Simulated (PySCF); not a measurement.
Molecule: `C(=C)(Cl)CO`, C3H5ClO.

Bonds (- single, = double, # triple, : aromatic): C1=C2, C2-Cl3, C2-C4, C4-O5. C1 carries H6, H7; C4 carries H8, H9; O5 carries H10. H6 is cis to Cl3; H7 is trans to Cl3.

Frames of a GFN2-xTB Langevin trajectory at 600 K; GIAO PBE0/pcSseg-1 shieldings in PySCF 2.14.0 with density-fitted response routines, gas phase, non-relativistic; equivalent atoms averaged within each frame.

Referencing at the same level of theory: TMS for $^{13}$C (σ = 186.93 ppm), $^{1}$H (σ = 31.72 ppm); $^{35}$Cl (σ = 949.78 ppm) against HCl; $^{17}$O (σ = 336.08 ppm) against H2O. The references are static minima.

Problem. How do the shifts (ppm) fluctuate along the trajectory?

Solution. 
```
         time (fs)     C2     C1    C4  Cl3    O5    H7    H6  H8/H9   H10
               250  168.7  123.2  67.2  247  48.1  5.56  5.51   3.38  1.19
               425  161.0  111.2  75.1  217  25.9  4.99  4.92   4.05  1.42
               625  162.2  120.3  73.6  245  56.2  4.81  5.15   5.00  2.95
               800  169.0  122.3  72.6  245  34.2  5.68  5.63   3.98  1.76
              1000  171.2  120.6  74.7  225  36.4  6.46  5.40   4.63  1.30
    mean of frames  166.4  119.5  72.7  236  40.2  5.50  5.32   4.21  1.73
standard deviation    4.6    4.8   3.2   14  12.0  0.65  0.29   0.63  0.72
```

5 frames give an uncertainty of the mean of about the standard deviation over 2.2 at best, since frames this close in time may not be independent; classical motion lacks zero-point vibration, and the reference would need the same averaging.
